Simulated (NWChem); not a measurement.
Everything below was run with NWChem. System: Si, charge 0, spin multiplicity 3. Its SCF solution wasn't tested for a lower state. Level: ROCCSD(T)/def2-TZVPD, 5 core orbitals frozen.

NWChem printed:

```
             Northwest Computational Chemistry Package (NWChem) 7.3.0
             --------------------------------------------------------

                                NWChem Input Module
                                -------------------

 Scaling coordinates for geometry "geometry" by  1.889725989
 (inverse scale =  0.529177249)

                             Geometry "geometry" -> ""
                             -------------------------

 Output coordinates in angstroms (scale by  1.889725989 to convert to a.u.)

  No.       Tag          Charge          X              Y              Z
 ---- ---------------- ---------- -------------- -------------- --------------
    1 Si                  14.0000     0.00000000     0.00000000     0.00000000

 Effective nuclear repulsion energy (a.u.)       0.0000000000

            Nuclear Dipole moment (a.u.)
            ----------------------------
        X                 Y               Z
 ---------------- ---------------- ----------------
     0.0000000000     0.0000000000     0.0000000000

      Symmetry information
      --------------------

 Group name             D2h
 Group number             26
 Group order               8
 No. of unique centers     1

      Symmetry unique atoms

     1


 Summary of "ao basis" -> "" (spherical)
 ------------------------------------------------------------------------------
       Tag                 Description            Shells   Functions and Types
 ---------------- ------------------------------  ------  ---------------------
 *                         def2-tzvpd                 on all atoms

 Summary of "ao basis" -> "ao basis" (spherical)
 ------------------------------------------------------------------------------
       Tag                 Description            Shells   Functions and Types
 ---------------- ------------------------------  ------  ---------------------
 Si                        def2-tzvpd               15       43   6s5p3d1f

                                 NWChem SCF Module
                                 -----------------

  ao basis        = "ao basis"
  functions       =    43
  atoms           =     1
  closed shells   =     6
  open shells     =     2
  charge          =   0.00
  wavefunction    = ROHF
  use symmetry    = T
  symmetry adapt  = T

 Summary of "ao basis" -> "ao basis" (spherical)
 ------------------------------------------------------------------------------
       Tag                 Description            Shells   Functions and Types
[...]
     2   1 1 0      0.000000      0.000000      0.000000
     2   1 0 1      0.000000     -0.000000      0.000000
     2   0 2 0     -8.275637     -3.571750      0.000000
     2   0 1 1      0.000000     -0.000000      0.000000
     2   0 0 2    -11.945460     -7.142741      0.000000

                   NWChem Extensible Many-Electron Theory Module
                   ---------------------------------------------


            General Information
            -------------------
      Number of processors :     1
         Wavefunction type : Restricted open-shell Hartree-Fock
          No. of electrons :    14
           Alpha electrons :     8
            Beta electrons :     6
           No. of orbitals :    86
            Alpha orbitals :    43
             Beta orbitals :    43
        Alpha frozen cores :     5
         Beta frozen cores :     5
     Alpha frozen virtuals :     0
      Beta frozen virtuals :     0
         Spin multiplicity : triplet
    Number of AO functions :    43
       Number of AO shells :    15
        Use of symmetry is : on
      Symmetry adaption is : on
         Schwarz screening : 0.10D-09

          Correlation Information
          -----------------------
          Calculation type : Coupled-cluster singles & doubles w/ perturbation
   Perturbative correction : (T)
            Max iterations :      100
        Residual threshold : 0.10D-05
     T(0) DIIS level shift : 0.00D+00
     L(0) DIIS level shift : 0.00D+00
     T(1) DIIS level shift : 0.00D+00
     L(1) DIIS level shift : 0.00D+00
     T(R) DIIS level shift : 0.00D+00
     T(I) DIIS level shift : 0.00D+00
   CC-T/L Amplitude update :  5-th order DIIS
                I/O scheme : Global Array Library
        L-threshold :  0.10D-05
        EOM-threshold :  0.10D-05
 no EOMCCSD initial starts read in
 TCE RESTART OPTIONS
 SLICE:      F
 D4D5:       F
 quantumc:   F
 qrotation:  F
 pwtce:      F
 qducc:      F
 nacto:                         0
 nrotv:                         0
 nrot:                          0

            Memory Information
            ------------------
          Available GA space size is     249033102 doubles
          Available MA space size is     104853836 doubles

 Maximum block size supplied by input
 Maximum block size        24 doubles

 tile_dim =      9

 -------------------------------------------------

 Global array virtual files algorithm will be used

 Parallel file system coherency ......... OK

 4-electron integrals stored in orbital form

 v2    file size   =            62275
 4-index algorithm nr.  13 is used
 imaxsize =       30
 imaxsize ichop =        0


CCSD iterations
 ---------------------------------------------------------
 Iter          Residuum       Correlation     Cpu    Wall
 ---------------------------------------------------------
    1   0.0616939567084  -0.0664521930390     0.1     0.1
    2   0.0227394360565  -0.0741763811220     0.1     0.1
    3   0.0106165062232  -0.0763070351486     0.1     0.1
    4   0.0054331685371  -0.0770684683813     0.1     0.1
    5   0.0029050748719  -0.0774111300458     0.1     0.1
    6   0.0003249119665  -0.0777401212611     0.1     0.1
    7   0.0001033116628  -0.0777431894770     0.1     0.1
    8   0.0000452251077  -0.0777436398928     0.1     0.1
    9   0.0000215846546  -0.0777438549585     0.1     0.1
   10   0.0000109183678  -0.0777441004041     0.1     0.1
   11   0.0000024270841  -0.0777443582074     0.1     0.1
   12   0.0000008987053  -0.0777444467095     0.1     0.1
 -----------------------------------------------------------------
 Iterations converged
 CCSD correlation energy / hartree =        -0.077744446709463
 CCSD total energy / hartree       =      -288.924344666111381

 Singles contributions

 Doubles contributions
 CCSD(T)
 Using plain CCSD(T) code
             total no. of tasks          613
 total no. of tasks / no. procs          613
                         wl_min            1           1.0
                         wl_max          729           3.0
        thresh for no. of tasks          613

 CCSD[T]  correction energy / hartree =        -0.002859742279115
 CCSD[T] correlation energy / hartree =        -0.080604188988578
 CCSD[T] total energy / hartree       =      -288.927204408390480
 CCSD(T)  correction energy / hartree =        -0.002877887837318
 CCSD(T) correlation energy / hartree =        -0.080622334546781
 CCSD(T) total energy / hartree       =      -288.927222553948695

 Task  times  cpu:        2.3s     wall:        2.3s

 Total times  cpu:        2.4s     wall:        2.4s
```

**Question.** Write an NWChem input that would produce this output.

**Answer.** This is not unique; one that fits is 
```
start mol
memory heap 100 mb stack 700 mb global 1900 mb
geometry units angstroms nocenter noautoz
  Si     0.000000     0.000000     0.000000
  symmetry group D2h
end
basis spherical
  * library def2-tzvpd
end
scf
  rohf
  nopen 2
  maxiter 100
  thresh 1e-7
  semidirect memsize 60000000 filesize 0
  # guess.movecs holds the orbitals of an unrestricted PBE0 run
  vectors input guess.movecs output mol.movecs
end
tce
  freeze core 5
  ccsd(t)
  2eorb
  2emet 13
  thresh 1e-6
  maxiter 100
  tilesize 24
end
task tce energy
```
